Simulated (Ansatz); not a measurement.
C₄H₇F (`C/C=C(/C)F`). Total charge 0; spin multiplicity 1.

Cartesian coordinates in Å:
```
C -0.2804 -1.9327 -0.0802
C 0.0685 -0.5329 -0.4485
C -0.0356 0.5207 0.3468
C 0.2907 1.9341 0.0508
F -0.4924 0.3649 1.6100
H 0.5873 -2.5921 -0.1786
H -0.6415 -1.9964 0.9458
H -1.0568 -2.3302 -0.7410
H 0.4412 -0.3410 -1.4488
H 0.6559 2.0367 -0.9704
H 1.0565 2.3031 0.7389
H -0.5934 2.5658 0.1753
```

Problem. List the harmonic frequencies (cm⁻¹, unscaled) at PBE0-D4/def2-TZVP in Ansatz. (An estimate is asked.)

Solution. Ansatz gave: 137, 194, 242, 243, 395, 553, 580, 825, 829, 971, 1043, 1057, 1067, 1129, 1234, 1337, 1406, 1416, 1461, 1476, 1480, 1487, 1798, 3044, 3049, 3094, 3108, 3150, 3158, 3196.

Problem. Is this a minimum?

Solution. Yes, all 30 modes are real.

Problem. Give the ideal-gas thermochemistry at 298.15 K and 1 bar (rigid rotor, harmonic oscillator; point group Cs, symmetry number 1).

Solution. Zero-point energy 264.1 kJ/mol; H(298) − E = 282.6 kJ/mol; entropy 318.0 J/(mol·K), of which translation 162.6, rotation 107.3, vibration 48.2; G(298) − E = 187.8 kJ/mol.

Problem. And at 400, 500, 600, 800 and 1000 K?

Solution. 
```json
{"T (K)": "400", "H − E (kJ/mol)": "293.4", "S (J/mol/K)": "349.1", "G − E (kJ/mol)": "153.8"}
{"T (K)": "500", "H − E (kJ/mol)": "306.3", "S (J/mol/K)": "377.7", "G − E (kJ/mol)": "117.5"}
{"T (K)": "600", "H − E (kJ/mol)": "321.1", "S (J/mol/K)": "404.7", "G − E (kJ/mol)": "78.3"}
{"T (K)": "800", "H − E (kJ/mol)": "355.4", "S (J/mol/K)": "453.8", "G − E (kJ/mol)": "-7.6"}
{"T (K)": "1000", "H − E (kJ/mol)": "394.5", "S (J/mol/K)": "497.4", "G − E (kJ/mol)": "-102.8"}
```

Problem. Rotational constants (cm⁻¹)?

Solution. 0.3176, 0.1214, 0.0908.
